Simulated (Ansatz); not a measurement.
Relaxation of C2H3NO (7 atoms, charge 0, multiplicity 1), to a largest force component of 0.015 eV/Å in at most 40 steps.

Computed with RHF/6-31G* (Ansatz 0.2.0).

```xyz
7
Properties=species:S:1:pos:R:3
O -1.223 0.968 -0.609
C -0.240 0.341 -0.006
C 0.404 -0.698 0.390
N 0.978 0.679 0.712
H -1.930 0.348 -0.833
H 0.575 -1.705 0.656
H 0.785 0.965 1.685
```

**Question.** Where does it end, and by what steps?

**Answer.** The run converged. After 9 steps the energy has fallen by 0.146 eV; C3 moved furthest, 0.15 Å.

```tsv
step	energy less start (eV)	largest force component (eV/Å)	accepted
0	0.0000	2.068	yes
1	-0.0892	0.537	yes
2	-0.1192	0.579	yes
3	-0.1062	0.492	no
4	-0.1345	0.203	yes
5	-0.1443	0.171	yes
6	-0.1459	0.052	yes
7	-0.1461	0.055	yes
8	-0.1463	0.025	yes
9	-0.1463	0.004	yes
```

```xyz
7
Properties=species:S:1:pos:R:3
O -1.225 0.975 -0.528
C -0.278 0.304 0.080
C 0.314 -0.724 0.507
N 0.956 0.683 0.668
H -1.852 0.377 -0.919
H 0.640 -1.731 0.577
H 0.795 1.012 1.609
```

Whether the end is a true minimum wasn't checked by a vibrational analysis.

The run took 19 s on 1 thread of Intel(R) Xeon(R) Platinum 8259CL CPU @ 2.50GHz (Skylake/Cascade Lake), on a shared host, peak memory 0.14 GiB.
